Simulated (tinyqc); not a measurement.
Inside a calculation. Method: harmonic frequencies on the RHF/sto-3g surface (energies and gradients from PySCF), for LiH, spin multiplicity 1. Computed by tinyqc, a small Python program that keeps every step (integrals from PySCF). Settings: charge = 0, multiplicity = 1, basis = sto-3g, delta = 0.01. Command: `OMP_NUM_THREADS=1 python tinyqc.py 31554 31555 out.jsonl` (the two numbers bound the seeds that draw the settings). One thread of a shared host (Intel(R) Xeon(R) Processor @ 2.60GHz), about 0.7 s of CPU time with the checks.

## One row of the Hessian: 2Hz

optimised positions (bohr):
```
            x         y          z
1Li  0.000000  0.000000  -0.007330
2H   0.000000  0.000000   2.847589
```

gradient at +delta (hartree/bohr):
```
              x           y            z
1Li  0.00000000  0.00000000  -0.00114173
2H   0.00000000  0.00000000   0.00114173
```

gradient at -delta (hartree/bohr):
```
              x           y            z
1Li  0.00000000  0.00000000   0.00118293
2H   0.00000000  0.00000000  -0.00118293
```

Displace 2Hz by +/-0.01 bohr; H(k, :) = (g(+) - g(-)) / (2 delta).

row of the Hessian (hartree/bohr^2): 1Lix 0.00000000, 1Liy 0.00000000, 1Liz -0.11623303, 2Hx 0.00000000, 2Hy 0.00000000, 2Hz 0.11623303

## Hessian by finite differences

All rows are made in the same way, and the matrix is symmetrised.

Hessian (symmetrised) (hartree/bohr^2), lower triangle:
```
             1Lix         1Liy         1Liz          2Hx          2Hy         2Hz
1Lix  -0.00000339
1Liy   0.00000000  -0.00000339
1Liz   0.00000000   0.00000000   0.11623303
2Hx    0.00000339   0.00000000   0.00000000  -0.00000339
2Hy    0.00000000   0.00000339   0.00000000   0.00000000  -0.00000339
2Hz    0.00000000   0.00000000  -0.11623303   0.00000000   0.00000000  0.11623303
```

## Normal modes

masses (u): 1Li 7.016004, 2H 1.007825

Diagonalise H_ij / sqrt(m_i m_j); the 5 smallest eigenvalues belong to translations and rotations; wavenumber = sqrt(eigenvalue / 1822.888) x 219474.63; each mode has its largest component positive (the first on a tie); zero-point energy = sum of wavenumbers / 2, with 349.755 1/cm per kcal/mol.

eigenvalues of the mass-weighted Hessian (hartree/(bohr^2 u)): -0.000004  -0.000004  0.000000  0.000000  0.000000  0.131897

harmonic wavenumbers of the vibrations (1/cm): 1866.9

mass-weighted modes:
```
         mode 1
1Lix   0.000000
1Liy   0.000000
1Liz  -0.354407
2Hx    0.000000
2Hy    0.000000
2Hz    0.935091
```

zero-point energy = 2.668876 kcal/mol
